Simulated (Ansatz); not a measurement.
One geometry of (H2Al-mu-H)3 (Al3H9), several levels of theory.

```yaml
crystal:
  periodic: [false, false, false]
  atoms:
    - {symbol: Al, position_ang: [-0.696364, 0.968140, -0.874167]}
    - {symbol: H, position_ang: [-1.438419, 1.995115, -1.799887]}
    - {symbol: H, position_ang: [-0.862184, 1.191410, 0.891119]}
    - {symbol: H, position_ang: [0.955859, 1.393915, -0.340099]}
    - {symbol: Al, position_ang: [0.750125, 0.477196, 1.181391]}
    - {symbol: H, position_ang: [1.532095, -0.765595, 0.164951]}
    - {symbol: H, position_ang: [1.543427, 0.983640, 2.436925]}
    - {symbol: H, position_ang: [-0.285112, -0.965950, 1.397954]}
    - {symbol: Al, position_ang: [-0.053751, -1.445367, -0.307299]}
    - {symbol: H, position_ang: [-0.104830, -2.978659, -0.636691]}
    - {symbol: H, position_ang: [-1.579781, -0.526779, -0.441779]}
    - {symbol: H, position_ang: [0.238924, -0.327065, -1.672430]}
basis:
  gaussian: {orbitals: def2-TZVP}
magnetization: {spin_polarized: true, initial_magnetization: 2}
hamiltonian: {xc: pbe0, dispersion: d4}
scf: {omitted_lower_state_checks: [starts]}
output: {orbitals: {seedname: orbitals}}
```

The file start.molden holds the orbitals of an earlier run on this structure, at another level or in another basis.

```sh
$ ansatz run in.yaml --threads 4 --pin off --events-out ev --progress --plain --max-ram 3916MiB
```

Shortened log:

```
Functional definition: PBE0
  name "PBE0"
  cite "Adamo & Barone, J. Chem. Phys. 110, 6158 (1999) doi:10.1063/1.478522"
  cite "Perdew, Burke & Ernzerhof, Phys. Rev. Lett. 77, 3865 (1996) doi:10.1103/PhysRevLett.77.3865"
  parent pbe
  parameter a = 0.25
  parameter kappa = 0.804
  parameter beta = 0.06672455060314922
  exchange = (1 - a)*pbe_x(kappa = kappa, mu = beta*pi^2/3) + a*exact_x
  correlation = pbe_c(beta = beta)
these checks for a lower state are left out or cut short: starts
1233 factors; their error is unknown
mean field evaluation 1: about -19920.9126 eV, gradient 1.4e1 eV
mean field evaluation 2: about -19921.6400 eV, gradient 9.9e0 eV
mean field evaluation 4: about -19922.4014 eV, gradient 8.4e-1 eV
mean field evaluation 8: about -19922.4412 eV, gradient 7.7e-2 eV
mean field evaluation 16: about -19922.4421 eV, gradient 4.0e-2 eV
mean field -19922.44398269 eV, -732.1363124461 hartree, gradient 3.5e-6 eV, S^2 2.011471; 0 other end points of the search recorded, 0 dependent functions left out
reference -19922.44402913 eV, -732.1363141528 hartree; 25, 23 occupied and 140, 142 virtual orbitals, 1233 factors
Total energy: -19922.67596293 eV, -732.1448375629 hartree
Checks for a lower state left out: starts
```

Run time 9 s (4 threads of Arm Neoverse V2 on a shared host), peak host memory 0.7 GiB.

The first input with `gaussian: {orbitals: def2-TZVP, initial_orbitals: start.molden}`, `hamiltonian: {xc: pbe, dispersion: d4}` (abridged; 5.5 s):

```
Functional definition: PBE
mean field -19920.45438854 eV, -732.0631962097 hartree, gradient 6.8e-6 eV, S^2 2.005590
Total energy: -19920.72856375 eV, -732.0732719629 hartree
Checks for a lower state left out: starts
```

First input, but with `gaussian: {orbitals: def2-TZVP, initial_orbitals: start.molden}`, `hamiltonian: {xc: r2scan, dispersion: d4}` (abridged; 13 s):

```
Functional definition: r2SCAN
mean field -19930.06840900 eV, -732.4165049453 hartree, gradient 2.6e-6 eV, S^2 2.014738
Total energy: -19930.13159664 eV, -732.4188270483 hartree
Checks for a lower state left out: starts
```

Geometry: r2SCAN-D4/def2-SVP, that of the neutral singlet.

At PBE-D4/def2-TZVP, r2SCAN-D4/def2-TZVP the gap within one spin of the charge 0 triplet nearly closes, so an electron or hole may be smeared out by delocalisation error. At PBE0-D4/def2-TZVP a singlet of charge 0 lies 4.37 eV below the triplet at the same geometry.
